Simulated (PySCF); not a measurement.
H₃N, SMILES N.

Geometry: PBE-D3(BJ)/def2-TZVPD.

Level of theory: PBE-D3(BJ)/def2-TZVPD (PySCF).

Frequencies are harmonic and unscaled.

Modes within 1.5 cm⁻¹ of each other (mostly degenerate sets) share a row, with their intensities summed.

| mode | ν (cm⁻¹) | IR (km/mol) | Raman (Å⁴/amu) | depolarisation | moving atoms (share of kinetic energy) |
|---|---|---|---|---|---|
| 1 | 1023 | 123.4 | 0.8 | 0.48 | H 84 %, N 16 % |
| 2–3 | 1618 | 28.4 | 2.2 | 0.75 | H 94 % |
| 4 | 3378 | 7.0 | 169.4 | 0.02 | H 98 % |
| 5–6 | 3499 | 4.5 | 79.0 | 0.75 | H 92 % |
